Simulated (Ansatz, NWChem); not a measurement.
**Worked example: the enthalpy of formation of C4H5N (pyrrole)**

C4H5N has 10 atoms, charge 0, and is taken as a singlet. As SMILES, `c1cc[nH]c1`. The shape is that of a PBE0-D4/def2-TZVP optimisation.

Total energies at revPBE/def2-SVP (NWChem 7.3.0); the atoms run unrestricted:

| species | state | energy (Eh) |
| --- | --- | --- |
| C4H5N | singlet | -209.965005 |
| C | triplet | -37.801039 |
| N | quartet | -54.522458 |
| H | doublet | -0.503193 |

Harmonic wavenumbers at PBE0-D4/def2-TZVP, in cm⁻¹: 488, 632, 648, 694, 735, 832, 874, 878, 902, 1044, 1075, 1102, 1168, 1194, 1313, 1441, 1478, 1518, 1591, 3256, 3267, 3281, 3288, 3704.

Measured heats of formation of the gaseous atoms at 298.15 K, in kJ/mol: C 716.9, N 472.4, H 218.0. Spin-orbit lowering of the atoms at 298 K (mean of the ground term's levels less their thermal mean, from spectra), in kJ/mol: C 0.02. Take 1 Eh = 2625.50 kJ/mol, 1 cm⁻¹ = 0.0119627 kJ/mol, RT = 2.479 kJ/mol.

Problem. What heat of formation follows?

Solution. 
1. Electronic atomisation energy: 4 × (-37.801039) + (-54.522458) + 5 × (-0.503193) − (-209.965005) = 1.722426 Eh = 4522.2 kJ/mol.
2. Zero-point energy: half the sum of the wavenumbers, 18201.5 cm⁻¹ = 217.7 kJ/mol.
3. Thermal vibrational enthalpy, Σ hcν̃/(exp(hcν̃/kT) − 1): 2.9 kJ/mol. Translation, rotation and pV of a non-linear molecule: 4 RT = 9.9 kJ/mol.
4. The 10 free atoms carry 5/2 RT each: 62.0 kJ/mol.
5. Spin-orbit coupling lowers the free atoms by 4 × 0.02 = 0.1 kJ/mol.
6. Atomisation enthalpy at 298 K: 4522.2 − 0.1 − 217.7 − 2.9 − 9.9 + 62.0 = 4353.6 kJ/mol.
7. Sum of the atoms' heats of formation: 4430.0 kJ/mol. Heat of formation: 4430.0 − 4353.6 = +76.4 kJ/mol.

The tabulated value is +108.2 kJ/mol (CRC Handbook of Chemistry and Physics), so this level is off by -31.8 kJ/mol, or 0.7 % of the atomisation enthalpy. Gradient-corrected functionals often overbind somewhat. Anharmonicity and any spin-orbit splitting of the molecule are left out.
